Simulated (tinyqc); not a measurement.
Worked calculation (part 1 of 2): coupled-perturbed Hartree-Fock on RHF in the sto-3g basis, for BH3, spin multiplicity 1. Computed by tinyqc, a small Python program that keeps every step (integrals from PySCF). Settings: charge = 0, multiplicity = 1, basis = sto-3g, method = RHF, energy threshold = 1e-10, iteration cap = 67, orthogonalisation = symmetric, start = Wolfsberg-Helmholz matrix, DIIS depth = 6. Command: `OMP_NUM_THREADS=1 python tinyqc.py 23784 23785 out.jsonl` (the two numbers bound the seeds that draw the settings). One thread of a shared host (Intel(R) Xeon(R) Processor @ 2.60GHz), about 0.2 s of CPU time with the checks. The early iterations of the SCF are left out here.

## One-electron integrals

Geometry (angstrom):
```
atom         x         y        z
B      0.00000   0.00000  0.04400
H      1.12500   0.00000  0.00000
H     -0.56300   0.97500  0.00000
H     -0.56300  -0.97500  0.00000
```

Basis sto-3g: exponents (1/bohr^2) and contraction coefficients of normalised primitives:
```
element  l (shell)  exponent  coefficient
B            s (1)  48.79111      0.15433
B            s (1)   8.88736      0.53533
B            s (1)   2.40527      0.44463
B            s (2)   2.23696     -0.09997
B            s (2)   0.51982      0.39951
B            s (2)   0.16906      0.70012
B            p (3)   2.23696      0.15592
B            p (3)   0.51982      0.60768
B            p (3)   0.16906      0.39196
H            s (1)   3.42525      0.15433
H            s (1)   0.62391      0.53533
H            s (1)   0.16886      0.44463
```

Overlap, kinetic and nuclear-attraction integrals over the contracted functions; the nuclear repulsion is the sum of Za Zb / Rab.

nuclear repulsion = 7.8609590 hartree

overlap S, order 1B 1s, 1B 2s, 1B 2px, 1B 2py, 1B 2pz, 2H 1s, 3H 1s, 4H 1s:
$$\begin{pmatrix}
1.00000 & 0.26933 & 0.00000 & 0.00000 & 0.00000 & 0.07700 & 0.07685 & 0.07685 \\
0.26933 & 1.00000 & 0.00000 & 0.00000 & 0.00000 & 0.50943 & 0.50897 & 0.50897 \\
0.00000 & 0.00000 & 1.00000 & 0.00000 & 0.00000 & 0.50855 & -0.25417 & -0.25417 \\
0.00000 & 0.00000 & 0.00000 & 1.00000 & 0.00000 & 0.00000 & 0.44017 & -0.44017 \\
0.00000 & 0.00000 & 0.00000 & 0.00000 & 1.00000 & -0.01989 & -0.01986 & -0.01986 \\
0.07700 & 0.50943 & 0.50855 & 0.00000 & -0.01989 & 1.00000 & 0.12948 & 0.12948 \\
0.07685 & 0.50897 & -0.25417 & 0.44017 & -0.01986 & 0.12948 & 1.00000 & 0.12934 \\
0.07685 & 0.50897 & -0.25417 & -0.44017 & -0.01986 & 0.12948 & 0.12934 & 1.00000
\end{pmatrix}$$

kinetic energy T (hartree), order 1B 1s, 1B 2s, 1B 2px, 1B 2py, 1B 2pz, 2H 1s, 3H 1s, 4H 1s:
$$\begin{pmatrix}
10.82630 & -0.04797 & 0.00000 & 0.00000 & 0.00000 & -0.01283 & -0.01286 & -0.01286 \\
-0.04797 & 0.35917 & 0.00000 & 0.00000 & 0.00000 & 0.10528 & 0.10504 & 0.10504 \\
0.00000 & 0.00000 & 1.12388 & 0.00000 & 0.00000 & 0.26327 & -0.13141 & -0.13141 \\
0.00000 & 0.00000 & 0.00000 & 1.12388 & 0.00000 & 0.00000 & 0.22758 & -0.22758 \\
0.00000 & 0.00000 & 0.00000 & 0.00000 & 1.12388 & -0.01030 & -0.01027 & -0.01027 \\
-0.01283 & 0.10528 & 0.26327 & 0.00000 & -0.01030 & 0.76003 & -0.00942 & -0.00942 \\
-0.01286 & 0.10504 & -0.13141 & 0.22758 & -0.01027 & -0.00942 & 0.76003 & -0.00943 \\
-0.01286 & 0.10504 & -0.13141 & -0.22758 & -0.01027 & -0.00942 & -0.00943 & 0.76003
\end{pmatrix}$$

nuclear attraction V (hartree), order 1B 1s, 1B 2s, 1B 2px, 1B 2py, 1B 2pz, 2H 1s, 3H 1s, 4H 1s:
$$\begin{pmatrix}
-24.55672 & -3.51893 & -0.00003 & 0.00000 & 0.00243 & -1.01661 & -1.01452 & -1.01452 \\
-3.51893 & -5.11735 & -0.00015 & 0.00000 & 0.02036 & -2.32947 & -2.32669 & -2.32669 \\
-0.00003 & -0.00015 & -5.15377 & 0.00000 & 0.00001 & -2.19942 & 1.09885 & 1.09885 \\
0.00000 & 0.00000 & 0.00000 & -5.15357 & 0.00000 & 0.00000 & -1.90303 & 1.90303 \\
0.00243 & 0.02036 & 0.00001 & 0.00000 & -4.95501 & 0.09066 & 0.09051 & 0.09051 \\
-1.01661 & -2.32947 & -2.19942 & 0.00000 & 0.09066 & -4.07539 & -0.57687 & -0.57687 \\
-1.01452 & -2.32669 & 1.09885 & -1.90303 & 0.09051 & -0.57687 & -4.07366 & -0.57614 \\
-1.01452 & -2.32669 & 1.09885 & 1.90303 & 0.09051 & -0.57687 & -0.57614 & -4.07366
\end{pmatrix}$$

core Hamiltonian H = T + V (hartree), order 1B 1s, 1B 2s, 1B 2px, 1B 2py, 1B 2pz, 2H 1s, 3H 1s, 4H 1s:
$$\begin{pmatrix}
-13.73042 & -3.56690 & -0.00003 & 0.00000 & 0.00243 & -1.02944 & -1.02738 & -1.02738 \\
-3.56690 & -4.75818 & -0.00015 & 0.00000 & 0.02036 & -2.22418 & -2.22165 & -2.22165 \\
-0.00003 & -0.00015 & -4.02989 & 0.00000 & 0.00001 & -1.93615 & 0.96744 & 0.96744 \\
0.00000 & 0.00000 & 0.00000 & -4.02969 & 0.00000 & 0.00000 & -1.67545 & 1.67545 \\
0.00243 & 0.02036 & 0.00001 & 0.00000 & -3.83113 & 0.08036 & 0.08024 & 0.08024 \\
-1.02944 & -2.22418 & -1.93615 & 0.00000 & 0.08036 & -3.31536 & -0.58628 & -0.58628 \\
-1.02738 & -2.22165 & 0.96744 & -1.67545 & 0.08024 & -0.58628 & -3.31363 & -0.58557 \\
-1.02738 & -2.22165 & 0.96744 & 1.67545 & 0.08024 & -0.58628 & -0.58557 & -3.31363
\end{pmatrix}$$

## Two-electron integrals

Functions are numbered as in S; the eight-fold symmetry (ij|kl) = (ji|kl) = (kl|ij) leaves the list below.

Two-electron integrals (ij|kl) in chemists' order, unique and non-zero (hartree):
```
(11|11) 2.92351     (21|11) 0.51838     (21|21) 0.10926     (22|11) 0.74423
(22|21) 0.19318     (22|22) 0.54480     (31|31) 0.02026     (32|31) 0.03000
(32|32) 0.12035     (33|11) 0.74249     (33|21) 0.19324     (33|22) 0.54468
(33|33) 0.58677     (41|41) 0.02026     (42|41) 0.03000     (42|42) 0.12035
(43|43) 0.03163     (44|11) 0.74249     (44|21) 0.19324     (44|22) 0.54468
(44|33) 0.52351     (44|44) 0.58677     (51|51) 0.02026     (52|51) 0.03000
(52|52) 0.12035     (53|53) 0.03163     (54|54) 0.03163     (55|11) 0.74249
(55|21) 0.19324     (55|22) 0.54468     (55|33) 0.52351     (55|44) 0.52351
(55|55) 0.58677     (61|11) 0.14839     (61|21) 0.03113     (61|22) 0.05509
(61|31) 0.00230     (61|32) 0.00418     (61|33) 0.05566     (61|44) 0.05482
(61|51) -0.00009    (61|52) -0.00016    (61|53) -3.31e-05   (61|55) 0.05482
(61|61) 0.00916     (62|11) 0.31382     (62|21) 0.08247     (62|22) 0.25081
(62|31) 0.00909     (62|32) 0.05214     (62|33) 0.26398     (62|44) 0.24409
(62|51) -0.00036    (62|52) -0.00204    (62|53) -0.00078    (62|55) 0.24412
(62|61) 0.02500     (62|62) 0.15095     (63|11) 0.27769     (63|21) 0.07403
(63|22) 0.23761     (63|31) 0.01599     (63|32) 0.08541     (63|33) 0.26273
(63|44) 0.22491     (63|51) -0.00028    (63|52) -0.00179    (63|53) -0.00108
(63|55) 0.22494     (63|61) 0.02371     (63|62) 0.16812     (63|63) 0.20152
(64|41) 0.00884     (64|42) 0.03969     (64|43) 0.01013     (64|54) -0.00040
(64|64) 0.01811     (65|11) -0.01086    (65|21) -0.00290    (65|22) -0.00929
(65|31) -0.00028    (65|32) -0.00179    (65|33) -0.00948    (65|44) -0.00880
(65|51) 0.00885     (65|52) 0.03976     (65|53) 0.01015     (65|55) -0.00959
(65|61) -0.00093    (65|62) -0.00658    (65|63) -0.00717    (65|65) 0.01839
(66|11) 0.46030     (66|21) 0.12328     (66|22) 0.42003     (66|31) 0.01792
(66|32) 0.13141     (66|33) 0.46989     (66|44) 0.39485     (66|51) -0.00070
(66|52) -0.00514    (66|53) -0.00293    (66|55) 0.39496     (66|61) 0.03833
(66|62) 0.31058     (66|63) 0.37830     (66|65) -0.01480    (66|66) 0.77461
(71|11) 0.14808     (71|21) 0.03107     (71|22) 0.05498     (71|31) -0.00115
(71|32) -0.00209    (71|33) 0.05492     (71|41) 0.00199     (71|42) 0.00361
(71|43) -0.00037    (71|44) 0.05534     (71|51) -0.00009    (71|52) -0.00016
(71|53) 1.65e-05    (71|54) -2.86e-05   (71|55) 0.05471     (71|61) 0.00872
(71|62) 0.02282     (71|63) 0.01992     (71|64) 0.00099     (71|65) -0.00085
(71|66) 0.03378     (71|71) 0.00912     (72|11) 0.31343     (72|21) 0.08237
(72|22) 0.25053     (72|31) -0.00454    (72|32) -0.02605    (72|33) 0.24879
(72|41) 0.00786     (72|42) 0.04511     (72|43) -0.00861    (72|44) 0.25872
(72|51) -0.00035    (72|52) -0.00204    (72|53) 0.00039     (72|54) -0.00067
(72|55) 0.24385     (72|61) 0.02283     (72|62) 0.10488     (72|63) 0.09209
(72|64) 0.01260     (72|65) -0.00445    (72|66) 0.16862     (72|71) 0.02492
(72|72) 0.15066     (73|11) -0.13874    (73|21) -0.03699    (73|22) -0.11873
(73|31) 0.01061     (73|32) 0.05106     (73|33) -0.12469    (73|41) -0.00309
(73|42) -0.01978    (73|43) 0.01256     (73|44) -0.11897    (73|51) 0.00014
(73|52) 0.00089     (73|53) -0.00057    (73|54) 0.00030     (73|55) -0.11240
(73|61) -0.00911    (73|62) -0.03517    (73|63) -0.02056    (73|64) -0.00307
(73|65) 0.00147     (73|66) -0.04631    (73|71) -0.01182    (73|72) -0.08393
(73|73) 0.06387     (74|11) 0.24026     (74|21) 0.06405     (74|22) 0.20561
(74|31) -0.00309    (74|32) -0.01978    (74|33) 0.19842     (74|41) 0.01418
(74|42) 0.07390     (74|43) -0.01164    (74|44) 0.22354     (74|51) -0.00024
(74|52) -0.00155    (74|53) 0.00030     (74|54) -0.00091    (74|55) 0.19465
(74|61) 0.01777     (74|62) 0.08608     (74|63) 0.07511     (74|64) 0.02105
(74|65) -0.00358    (74|66) 0.13816     (74|71) 0.02047     (74|72) 0.14535
(74|73) -0.07932    (74|74) 0.15544     (75|11) -0.01084    (75|21) -0.00289
(75|22) -0.00928    (75|31) 0.00014     (75|32) 0.00089     (75|33) -0.00895
(75|41) -0.00024    (75|42) -0.00155    (75|43) 0.00030     (75|44) -0.00930
(75|51) 0.00883     (75|52) 0.03971     (75|53) -0.00507    (75|54) 0.00878
(75|55) -0.00957    (75|61) -0.00085    (75|62) -0.00445    (75|63) -0.00383
(75|64) -0.00052    (75|65) 0.01179     (75|66) -0.00754    (75|71) -0.00092
(75|72) -0.00656    (75|73) 0.00358     (75|74) -0.00620    (75|75) 0.01834
(76|11) 0.07782     (76|21) 0.02043     (76|22) 0.06262     (76|31) 0.00095
(76|32) 0.00547     (76|33) 0.06324     (76|41) 0.00165     (76|42) 0.00948
(76|43) 0.00039     (76|44) 0.06369     (76|51) -0.00015    (76|52) -0.00086
(76|53) -0.00012    (76|54) -0.00021    (76|55) 0.06087     (76|61) 0.00598
(76|62) 0.03275     (76|63) 0.03366     (76|64) 0.00352     (76|65) -0.00155
(76|66) 0.06146     (76|71) 0.00597     (76|72) 0.03273     (76|73) -0.01378
(76|74) 0.03089     (76|75) -0.00155    (76|76) 0.00872     (77|11) 0.45997
(77|21) 0.12320     (77|22) 0.41983     (77|31) -0.00895    (77|32) -0.06568
(77|33) 0.41341     (77|41) 0.01550     (77|42) 0.11374     (77|43) -0.03248
(77|44) 0.45090     (77|51) -0.00070    (77|52) -0.00513    (77|53) 0.00147
(77|54) -0.00254    (77|55) 0.39477     (77|61) 0.03382     (77|62) 0.16874
(77|63) 0.14284     (77|64) 0.02900     (77|65) -0.00755    (77|66) 0.27036
(77|71) 0.03823     (77|72) 0.31024     (77|73) -0.18902    (77|74) 0.32734
(77|75) -0.01477    (77|76) 0.06146     (77|77) 0.77461     (81|11) 0.14808
(81|21) 0.03107     (81|22) 0.05498     (81|31) -0.00115    (81|32) -0.00209
(81|33) 0.05492     (81|41) -0.00199    (81|42) -0.00361    (81|43) 0.00037
(81|44) 0.05534     (81|51) -0.00009    (81|52) -0.00016    (81|53) 1.65e-05
(81|54) 2.86e-05    (81|55) 0.05471     (81|61) 0.00872     (81|62) 0.02282
(81|63) 0.01992     (81|64) -0.00099    (81|65) -0.00085    (81|66) 0.03378
(81|71) 0.00870     (81|72) 0.02279     (81|73) -0.01081    (81|74) 0.01674
(81|75) -0.00085    (81|76) 0.00555     (81|77) 0.03376     (81|81) 0.00912
(82|11) 0.31343     (82|21) 0.08237     (82|22) 0.25053     (82|31) -0.00454
(82|32) -0.02605    (82|33) 0.24879     (82|41) -0.00786    (82|42) -0.04511
(82|43) 0.00861     (82|44) 0.25872     (82|51) -0.00035    (82|52) -0.00204
(82|53) 0.00039     (82|54) 0.00067     (82|55) 0.24385     (82|61) 0.02283
(82|62) 0.10488     (82|63) 0.09209     (82|64) -0.01260    (82|65) -0.00445
(82|66) 0.16862     (82|71) 0.02279     (82|72) 0.10477     (82|73) -0.05691
(82|74) 0.07340     (82|75) -0.00445    (82|76) 0.02468     (82|77) 0.16856
(82|81) 0.02492     (82|82) 0.15066     (83|11) -0.13874    (83|21) -0.03699
(83|22) -0.11873    (83|31) 0.01061     (83|32) 0.05106     (83|33) -0.12469
(83|41) 0.00309     (83|42) 0.01978     (83|43) -0.01256    (83|44) -0.11897
(83|51) 0.00014     (83|52) 0.00089     (83|53) -0.00057    (83|54) -0.00030
(83|55) -0.11240    (83|61) -0.00911    (83|62) -0.03517    (83|63) -0.02056
(83|64) 0.00307     (83|65) 0.00147     (83|66) -0.04631    (83|71) -0.01081
(83|72) -0.05691    (83|73) 0.04181     (83|74) -0.03906    (83|75) 0.00236
(83|76) -0.01036    (83|77) -0.09647    (83|81) -0.01182    (83|82) -0.08393
(83|83) 0.06387     (84|11) -0.24026    (84|21) -0.06405    (84|22) -0.20561
(84|31) 0.00309     (84|32) 0.01978     (84|33) -0.19842    (84|41) 0.01418
(84|42) 0.07390     (84|43) -0.01164    (84|44) -0.22354    (84|51) 0.00024
(84|52) 0.00155     (84|53) -0.00030    (84|54) -0.00091    (84|55) -0.19465
(84|61) -0.01777    (84|62) -0.08608    (84|63) -0.07511    (84|64) 0.02105
(84|65) 0.00358     (84|66) -0.13816    (84|71) -0.01674    (84|72) -0.07340
(84|73) 0.03906     (84|74) -0.04133    (84|75) 0.00305     (84|76) -0.01793
(84|77) -0.10914    (84|81) -0.02047    (84|82) -0.14535    (84|83) 0.07932
(84|84) 0.15544     (85|11) -0.01084    (85|21) -0.00289    (85|22) -0.00928
(85|31) 0.00014     (85|32) 0.00089     (85|33) -0.00895    (85|41) 0.00024
(85|42) 0.00155     (85|43) -0.00030    (85|44) -0.00930    (85|51) 0.00883
(85|52) 0.03971     (85|53) -0.00507    (85|54) -0.00878    (85|55) -0.00957
(85|61) -0.00085    (85|62) -0.00445    (85|63) -0.00383    (85|64) 0.00052
(85|65) 0.01179     (85|66) -0.00754    (85|71) -0.00085    (85|72) -0.00445
(85|73) 0.00236     (85|74) -0.00305    (85|75) 0.01178     (85|76) -0.00114
(85|77) -0.00754    (85|81) -0.00092    (85|82) -0.00656    (85|83) 0.00358
(85|84) 0.00620     (85|85) 0.01834     (86|11) 0.07782     (86|21) 0.02043
(86|22) 0.06262     (86|31) 0.00095     (86|32) 0.00547     (86|33) 0.06324
(86|41) -0.00165    (86|42) -0.00948    (86|43) -0.00039    (86|44) 0.06369
(86|51) -0.00015    (86|52) -0.00086    (86|53) -0.00012    (86|54) 0.00021
(86|55) 0.06087     (86|61) 0.00598     (86|62) 0.03275     (86|63) 0.03366
(86|64) -0.00352    (86|65) -0.00155    (86|66) 0.06146     (86|71) 0.00555
(86|72) 0.02468     (86|73) -0.01036    (86|74) 0.01793     (86|75) -0.00114
(86|76) 0.00694     (86|77) 0.03881     (86|81) 0.00597     (86|82) 0.03273
(86|83) -0.01378    (86|84) -0.03089    (86|85) -0.00155    (86|86) 0.00872
(87|11) 0.07772     (87|21) 0.02040     (87|22) 0.06254     (87|31) -0.00190
(87|32) -0.01094    (87|33) 0.06384     (87|44) 0.06294     (87|51) -0.00015
(87|52) -0.00085    (87|53) 0.00024     (87|55) 0.06080     (87|61) 0.00556
(87|62) 0.02468     (87|63) 0.02069     (87|65) -0.00114    (87|66) 0.03877
(87|71) 0.00596     (87|72) 0.03269     (87|73) -0.01984    (87|74) 0.02735
(87|75) -0.00155    (87|76) 0.00693     (87|77) 0.06139     (87|81) 0.00596
(87|82) 0.03269     (87|83) -0.01984    (87|84) -0.02735    (87|85) -0.00155
(87|86) 0.00693     (87|87) 0.00870     (88|11) 0.45997     (88|21) 0.12320
(88|22) 0.41983     (88|31) -0.00895    (88|32) -0.06568    (88|33) 0.41341
(88|41) -0.01550    (88|42) -0.11374    (88|43) 0.03248     (88|44) 0.45090
(88|51) -0.00070    (88|52) -0.00513    (88|53) 0.00147     (88|54) 0.00254
(88|55) 0.39477     (88|61) 0.03382     (88|62) 0.16874     (88|63) 0.14284
(88|64) -0.02900    (88|65) -0.00755    (88|66) 0.27036     (88|71) 0.03376
(88|72) 0.16856     (88|73) -0.09647    (88|74) 0.10914     (88|75) -0.00754
(88|76) 0.03881     (88|77) 0.27027     (88|81) 0.03823     (88|82) 0.31024
(88|83) -0.18902    (88|84) -0.32734    (88|85) -0.01477    (88|86) 0.06146
(88|87) 0.06139     (88|88) 0.77461
```

## Orthogonalisation

S = U s U^T; symmetric (Loewdin) form X = U s^(-1/2) U^T, so that X^T S X = 1.

eigenvalues of S: [0.21909, 0.30912, 0.30949, 0.94593, 1.00186, 1.56117, 1.56135, 2.09198]

X, order 1B 1s, 1B 2s, 1B 2px, 1B 2py, 1B 2pz, 2H 1s, 3H 1s, 4H 1s:
$$\begin{pmatrix}
1.03365 & -0.18554 & -0.00001 & 0.00000 & 0.00168 & 0.02800 & 0.02800 & 0.02800 \\
-0.18554 & 1.53223 & 0.00039 & 0.00000 & -0.01921 & -0.39718 & -0.39645 & -0.39645 \\
-0.00001 & 0.00039 & 1.24782 & 0.00000 & -0.00002 & -0.40554 & 0.20251 & 0.20251 \\
0.00000 & 0.00000 & 0.00000 & 1.24742 & 0.00000 & 0.00000 & -0.35068 & 0.35068 \\
0.00168 & -0.01921 & -0.00002 & 0.00000 & 1.00073 & 0.01521 & 0.01518 & 0.01518 \\
0.02800 & -0.39718 & -0.40554 & 0.00000 & 0.01521 & 1.33054 & -0.02079 & -0.02079 \\
0.02800 & -0.39645 & 0.20251 & -0.35068 & 0.01518 & -0.02079 & 1.32972 & -0.02074 \\
0.02800 & -0.39645 & 0.20251 & 0.35068 & 0.01518 & -0.02079 & -0.02074 & 1.32972
\end{pmatrix}$$

## Iteration 7 (converged): orbitals

converged F (hartree), order 1B 1s, 1B 2s, 1B 2px, 1B 2py, 1B 2pz, 2H 1s, 3H 1s, 4H 1s:
$$\begin{pmatrix}
-7.40722 & -2.17690 & -0.00001 & 0.00000 & -0.00080 & -0.63618 & -0.63493 & -0.63493 \\
-2.17690 & -1.12775 & -0.00020 & 0.00000 & 0.01449 & -0.61825 & -0.61758 & -0.61758 \\
-0.00001 & -0.00020 & -0.23852 & 0.00000 & 0.00002 & -0.40711 & 0.20347 & 0.20347 \\
0.00000 & 0.00000 & 0.00000 & -0.23819 & 0.00000 & 0.00000 & -0.35241 & 0.35241 \\
-0.00080 & 0.01449 & 0.00002 & 0.00000 & 0.23473 & 0.01294 & 0.01292 & 0.01292 \\
-0.63618 & -0.61825 & -0.40711 & 0.00000 & 0.01294 & -0.44906 & -0.19337 & -0.19337 \\
-0.63493 & -0.61758 & 0.20347 & -0.35241 & 0.01292 & -0.19337 & -0.44837 & -0.19313 \\
-0.63493 & -0.61758 & 0.20347 & 0.35241 & 0.01292 & -0.19337 & -0.19313 & -0.44837
\end{pmatrix}$$

Diagonalise F' = X^T F X, C = X C', fill 4 alpha and 4 beta electrons from the bottom; D = 2 C_occ C_occ^T. Each column has its largest component positive (the first on a tie).

F' = X^T F X (hartree):
$$\begin{pmatrix}
-7.21103 & -1.17809 & 0.00006 & 0.00000 & 0.00009 & -0.10329 & -0.10280 & -0.10280 \\
-1.17809 & -0.08682 & 0.00019 & 0.00000 & -0.01093 & -0.44162 & -0.44105 & -0.44105 \\
0.00006 & 0.00019 & 0.18336 & 0.00000 & 0.00000 & -0.52616 & 0.26292 & 0.26292 \\
0.00000 & 0.00000 & 0.00000 & 0.18321 & 0.00000 & 0.00000 & -0.45527 & 0.45527 \\
0.00009 & -0.01093 & 0.00000 & 0.00000 & 0.23580 & 0.01609 & 0.01605 & 0.01605 \\
-0.10329 & -0.44162 & -0.52616 & 0.00000 & 0.01609 & 0.08498 & -0.05891 & -0.05891 \\
-0.10280 & -0.44105 & 0.26292 & -0.45527 & 0.01605 & -0.05891 & 0.08469 & -0.05879 \\
-0.10280 & -0.44105 & 0.26292 & 0.45527 & 0.01605 & -0.05891 & -0.05879 & 0.08469
\end{pmatrix}$$

orbital energies (hartree): MO1 -7.41291, MO2 -0.68735, MO3 -0.48099, MO4 -0.48080, MO5 0.23465, MO6 0.77061, MO7 0.80750, MO8 0.80819

coefficients C, order 1B 1s, 1B 2s, 1B 2px, 1B 2py, 1B 2pz, 2H 1s, 3H 1s, 4H 1s:
$$\begin{pmatrix}
0.99077 & -0.23163 & 0.00011 & 0.00000 & -0.01495 & -0.26401 & 0.00000 & -0.00302 \\
0.03854 & 0.53527 & -0.00046 & 0.00000 & 0.06869 & 1.60048 & 0.00000 & 0.01921 \\
0.00001 & 0.00032 & 0.51230 & 0.00000 & 0.00001 & -0.01387 & 0.00000 & 1.24132 \\
0.00000 & 0.00000 & 0.00000 & 0.51231 & 0.00000 & 0.00000 & 1.24078 & 0.00000 \\
-0.00032 & -0.00794 & -0.00001 & 0.00000 & 0.99787 & -0.08204 & 0.00000 & -0.00098 \\
-0.00671 & 0.28099 & 0.50948 & 0.00000 & -0.02063 & -0.78362 & 0.00000 & -1.06836 \\
-0.00670 & 0.28045 & -0.25507 & 0.44145 & -0.02064 & -0.80108 & -0.91650 & 0.52003 \\
-0.00670 & 0.28045 & -0.25507 & -0.44145 & -0.02064 & -0.80108 & 0.91650 & 0.52003
\end{pmatrix}$$

D after iteration 7, order 1B 1s, 1B 2s, 1B 2px, 1B 2py, 1B 2pz, 2H 1s, 3H 1s, 4H 1s:
$$\begin{pmatrix}
2.07057 & -0.17160 & -0.00003 & 0.00000 & 0.00304 & -0.14336 & -0.14326 & -0.14326 \\
-0.17160 & 0.57599 & -0.00013 & 0.00000 & -0.00852 & 0.29983 & 0.29995 & 0.29995 \\
-0.00003 & -0.00013 & 0.52491 & 0.00000 & -0.00001 & 0.52219 & -0.26117 & -0.26117 \\
0.00000 & 0.00000 & 0.00000 & 0.52493 & 0.00000 & 0.00000 & 0.45232 & -0.45232 \\
0.00304 & -0.00852 & -0.00001 & 0.00000 & 0.00013 & -0.00446 & -0.00444 & -0.00444 \\
-0.14336 & 0.29983 & 0.52219 & 0.00000 & -0.00446 & 0.67714 & -0.10221 & -0.10221 \\
-0.14326 & 0.29995 & -0.26117 & 0.45232 & -0.00444 & -0.10221 & 0.67728 & -0.10223 \\
-0.14326 & 0.29995 & -0.26117 & -0.45232 & -0.00444 & -0.10221 & -0.10223 & 0.67728
\end{pmatrix}$$

## Convergence

Stop when the energy changes by less than 1e-10 hartree and every element of the error matrix X^T (F D S - S D F) X is below 3e-06.

Course of the cycle:
```
iteration  E (hartree)     change  largest element of the error matrix
1          -25.9805277          -                             2.46e-01
2          -26.0664410  -8.59e-02                             3.34e-02
3          -26.0677553  -1.31e-03                             4.35e-03
4          -26.0677970  -4.17e-05                             4.69e-04
5          -26.0677975  -5.24e-07                             2.42e-05
6          -26.0677975  -1.29e-09                             1.34e-07
7          -26.0677975  -3.55e-14                             7.04e-08
```

PySCF RHF in the same basis = -26.0677975 hartree

Converged in 7 iterations.
